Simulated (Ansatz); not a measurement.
# hcp Ru: how far can PBE be trusted?

Programs: Ansatz (an electronic-structure program).

| property | PBE | LDA | PBEsol | PBE-D3(BJ) | reference | PBE less reference |
|---|---|---|---|---|---|---|
| lattice parameter a (Å) | 2.722 | 2.676 | 2.691 | 2.699 | 2.706* | +0.59 % |
| lattice parameter c (Å) | 4.292 | 4.222 | 4.247 | 4.261 | 4.282* | +0.23 % |
| bulk modulus (GPa) | 311 | 366 | 346 | 333 | 318 (318–336) | -2.2 % |
| cohesive energy (eV/atom) | 6.76 | 8.78 | 7.77 | 7.38 | 6.8 | -0.04 eV/atom |
| elastic constant C11 (GPa) | 567 | 658 | 628 | 610 | 563* | +0.7 % |
| elastic constant C33 (GPa) | 641 | 743 | 710 | 689 | 624* | +2.7 % |
| elastic constant C44 (GPa) | 188 | 216 | 207 | 202 | 181* | +3.9 % |
| Voigt–Reuss–Hill bulk modulus (GPa) | 312 | 366 | 347 | 333 | – | – |
| Voigt–Reuss–Hill shear modulus (GPa) | 197 | 226 | 217 | 213 | – | – |
| quasi-harmonic linear expansion coefficient at 300 K (×10⁻⁶/K) | 6.93 | – | 6.19 | – | 6.4* | +8.3 % |

PBE is well off the measurement for the lattice constant a (+0.59 %). It does well for the bulk modulus (-2.2 %), cohesive energy (-0.04 eV/atom). In between, or not called against an uncorrected reference: lattice parameter c (+0.23 %), elastic constant C11 (+0.7 %), elastic constant C33 (+2.7 %), elastic constant C44 (+3.9 %), quasi-harmonic linear expansion coefficient at 300 K (+8.3 %). Where no measured value is used, PBE differs from PBE-D3(BJ) by -6.3 % in the Voigt–Reuss–Hill bulk modulus; from PBE-D3(BJ) by -7.5 % in the Voigt–Reuss–Hill shear modulus.

A star marks values at room or unstated temperature without corrections; heat and zero-point motion as a rule enlarge cells and lower moduli and gaps.

Called good within 5.0 % for the bulk modulus, 0.10 eV/atom for the cohesive energy (and 5 % of it).

Called well off beyond 14.0 % for the bulk modulus, 0.25 eV/atom for the cohesive energy, 50 % for the quasi-harmonic linear expansion coefficient at 300 K (bounds picked here from the quality of each reference); against an uncorrected reference the lattice constant a is called beyond 0.5 % where a correction would as a rule widen the miss, else beyond 3 %; against an uncorrected reference the lattice parameter c is called beyond 1 % where a correction would as a rule widen the miss, else beyond 3 %; against an uncorrected reference the elastic constant C11 is called beyond 10 % where a correction would as a rule widen the miss, else beyond 20 %; against an uncorrected reference the elastic constant C33 is called beyond 10 % where a correction would as a rule widen the miss, else beyond 20 %; against an uncorrected reference the elastic constant C44 is called beyond 10 % where a correction would as a rule widen the miss, else beyond 20 %.

Brackets give the range of the sources taken for a reference, where it is wide.

Free atoms are spin-polarised, in the lowest state found; at levels without +SOC their spin–orbit coupling is left out.

Differences are worked out from the printed values.

The references are measured values: lattice constant a room temperature, lattice parameter c room temperature, bulk modulus corrected to a static lattice, cohesive energy corrected to a static lattice, elastic constant C11 temperature unstated, elastic constant C33 temperature unstated, elastic constant C44 temperature unstated, quasi-harmonic linear expansion coefficient at 300 K temperature unstated.

Unless a row names a cell, each level is at its own relaxed cell.

Caveats: the dispersion coefficients are held fixed in the derivatives (PBE-D3(BJ)). Ansatz's density-functional and Hartree–Fock values are scalar-relativistic unless marked +SOC, with PAW data made under PBE.

References as tabulated in Wikipedia's data pages; Mehl and Papaconstantopoulos (1996), arXiv:mtrl-th/9602003; doi:10.1021/acs.jctc.3c00612; Jana et al. (2018), arXiv:1807.00350.
